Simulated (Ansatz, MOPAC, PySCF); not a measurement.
System: CH$_{5}$Si, net charge 0, doublet state. SMILES: C[SiH2]
Geometry: optimised at B3LYP-D3(BJ)/def2-TZVP (Ansatz, a first-principles code).

Unscaled harmonic wavenumbers (cm⁻¹) in rising order, each level at the stationary point that it reaches from this structure (no distance between atoms moves by over 0.3 Å); the order of modes can differ between levels, and a negative number is imaginary. B3LYP-D3(BJ)/def2-TZVP (PySCF, at the structure above): 182, 529, 570, 686, 847, 889, 937, 1282, 1454, 1459, 2177, 2200, 3023, 3092, 3113.

AM1 (MOPAC): 82, 434, 493, 701, 770, 813, 855, 1368, 1382, 1386, 2249, 2253, 3047, 3061, 3160. Zero-point energy 31.5 against 32.1 kcal/mol; where all levels lie over 400 cm⁻¹, the wavenumbers are on average 0.963 times those of B3LYP-D3(BJ)/def2-TZVP.

HF/3-21G (Ansatz): 158, 574, 626, 712, 951, 997, 1000, 1469, 1633, 1635, 2248, 2256, 3189, 3259, 3271. Zero-point energy 34.3 against 32.1 kcal/mol; where all levels lie over 400 cm⁻¹, the wavenumbers are on average 1.082 times those of B3LYP-D3(BJ)/def2-TZVP.

HF/6-31G* (Ansatz): 186, 567, 637, 721, 943, 969, 1017, 1447, 1605, 1606, 2345, 2353, 3195, 3263, 3276. Zero-point energy 34.5 against 32.1 kcal/mol; where all levels lie over 400 cm⁻¹, the wavenumbers are on average 1.084 times those of B3LYP-D3(BJ)/def2-TZVP.

B3LYP/6-31G* (Ansatz): 176, 527, 569, 678, 862, 903, 938, 1319, 1487, 1493, 2193, 2219, 3044, 3117, 3138. Zero-point energy 32.4 against 32.1 kcal/mol; where all levels lie over 400 cm⁻¹, the wavenumbers are on average 1.010 times those of B3LYP-D3(BJ)/def2-TZVP.
